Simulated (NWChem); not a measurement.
Program: NWChem. System: CH₃Cl, charge 0, spin multiplicity 1, displaced from the optimised geometry. Level: PBE/cc-pVDZ, spin-restricted.

The NWChem input:

```
start mol
memory heap 200 mb stack 900 mb global 1100 mb
geometry units angstroms nocenter noautoz noautosym
  C      1.127872    -0.056818     0.000000
  Cl    -0.660971     0.033297     0.000000
  H      1.966900    -1.406487     2.261618
  H      1.463483    -0.596686    -0.904647
  H      1.542311     0.968228     0.000000
end
basis spherical
  * library cc-pvdz
end
dft
  xc xpbe96 cpbe96
  semidirect memsize 60000000 filesize 0
  iterations 100
end
task dft energy
```

NWChem printed:

```
             Northwest Computational Chemistry Package (NWChem) 7.3.0
             --------------------------------------------------------

                                NWChem Input Module
                                -------------------

 Scaling coordinates for geometry "geometry" by  1.889725989
 (inverse scale =  0.529177249)

                             Geometry "geometry" -> ""
                             -------------------------

 Output coordinates in angstroms (scale by  1.889725989 to convert to a.u.)

  No.       Tag          Charge          X              Y              Z
 ---- ---------------- ---------- -------------- -------------- --------------
    1 C                    6.0000     1.12787200    -0.05681800     0.00000000
    2 Cl                  17.0000    -0.66097100     0.03329700     0.00000000
    3 H                    1.0000     1.96690000    -1.40648700     2.26161800
    4 H                    1.0000     1.46348300    -0.59668600    -0.90464700
    5 H                    1.0000     1.54231100     0.96822800     0.00000000

 Effective nuclear repulsion energy (a.u.)      47.5535364829

            Nuclear Dipole moment (a.u.)
            ----------------------------
        X                 Y               Z
 ---------------- ---------------- ----------------
     0.9513239674    -1.5303076645     2.5643033644


 Summary of "ao basis" -> "" (spherical)
 ------------------------------------------------------------------------------
       Tag                 Description            Shells   Functions and Types
 ---------------- ------------------------------  ------  ---------------------
 *                          cc-pvdz                   on all atoms

  pbe96 is a nonlocal functional; adding pw91lda local functional.

                                 NWChem DFT Module
                                 -----------------

 Summary of "ao basis" -> "ao basis" (spherical)
 ------------------------------------------------------------------------------
       Tag                 Description            Shells   Functions and Types
 ---------------- ------------------------------  ------  ---------------------
[...]
 Vector   13  Occ=2.000000D+00  E=-2.193946D-01
              MO Center=  1.3D+00, -7.9D-01,  1.3D+00, r^2= 3.4D+00
   Bfn.  Coefficient  Atom+Function         Bfn.  Coefficient  Atom+Function
  ----- ------------  ---------------      ----- ------------  ---------------
    34      0.392360  3 H  s                 33      0.364935  3 H  s
     6      0.263346  1 C  pz                24     -0.234134  2 Cl pz
     9      0.212079  1 C  pz                27     -0.204113  2 Cl pz
     5     -0.155085  1 C  py                 3      0.148651  1 C  s
    23      0.137686  2 Cl py                 8     -0.125076  1 C  py

 Vector   14  Occ=0.000000D+00  E=-1.723207D-01
              MO Center=  1.4D+00, -7.1D-01,  1.1D+00, r^2= 3.4D+00
   Bfn.  Coefficient  Atom+Function         Bfn.  Coefficient  Atom+Function
  ----- ------------  ---------------      ----- ------------  ---------------
    34      0.422213  3 H  s                 33      0.366351  3 H  s
     6     -0.355179  1 C  pz                 3     -0.292403  1 C  s
     9     -0.269246  1 C  pz                 5      0.209245  1 C  py
    24      0.174831  2 Cl pz                27      0.173736  2 Cl pz
     8      0.158843  1 C  py                 2     -0.149521  1 C  s

 Vector   15  Occ=0.000000D+00  E=-2.111680D-02
              MO Center=  3.0D-01,  2.0D-02, -6.1D-02, r^2= 2.7D+00
   Bfn.  Coefficient  Atom+Function         Bfn.  Coefficient  Atom+Function
  ----- ------------  ---------------      ----- ------------  ---------------
     3      1.024343  1 C  s                 25     -0.756415  2 Cl px
     7     -0.620125  1 C  px                18     -0.615720  2 Cl s
     4     -0.468063  1 C  px                22     -0.383694  2 Cl px
    39     -0.301228  4 H  s                 44     -0.301224  5 H  s
     2      0.205742  1 C  s                  9     -0.133336  1 C  pz

 Vector   16  Occ=0.000000D+00  E= 5.347143D-02
              MO Center=  1.4D+00,  2.1D-01, -4.9D-01, r^2= 3.6D+00
   Bfn.  Coefficient  Atom+Function         Bfn.  Coefficient  Atom+Function
  ----- ------------  ---------------      ----- ------------  ---------------
     3      1.370770  1 C  s                 39     -1.208992  4 H  s
    44     -1.208999  5 H  s                  7      0.645591  1 C  px
     9     -0.451389  1 C  pz                 4      0.285886  1 C  px
    18      0.254042  2 Cl s                 25      0.243335  2 Cl px
     8      0.228422  1 C  py                 6     -0.183135  1 C  pz

 center of mass
 --------------
 x =  -0.17264641 y =  -0.02118714 z =   0.05169532

 moments of inertia (a.u.)
 ------------------
          33.249643305970          13.402065978670         -11.691069627311
          13.402065978670         158.992065009132           9.450750315187
         -11.691069627311           9.450750315187         149.800905196028

     Multipole analysis of the density
     ---------------------------------

     L   x y z        total         alpha         beta         nuclear
     -   - - -        -----         -----         ----         -------
     0   0 0 0     -0.000000    -13.000000    -13.000000     26.000000

     1   1 0 0      0.123797     -0.413763     -0.413763      0.951324
     1   0 1 0      0.343588      0.936948      0.936948     -1.530308
     1   0 0 1     -0.605147     -1.584725     -1.584725      2.564303

     2   2 0 0    -14.942660    -49.339877    -49.339877     83.737095
     2   1 1 0      1.081592      5.727754      5.727754    -10.373917
     2   1 0 1     -1.880570     -6.519075     -6.519075     11.157580
     2   0 2 0    -15.565012    -13.692480    -13.692480     11.819947
     2   0 1 1      0.792595      5.112149      5.112149     -9.431703
     2   0 0 2    -16.259540    -18.723872    -18.723872     21.188204

 Task  times  cpu:        5.3s     wall:        5.3s

 Total times  cpu:        5.3s     wall:        5.3s
```
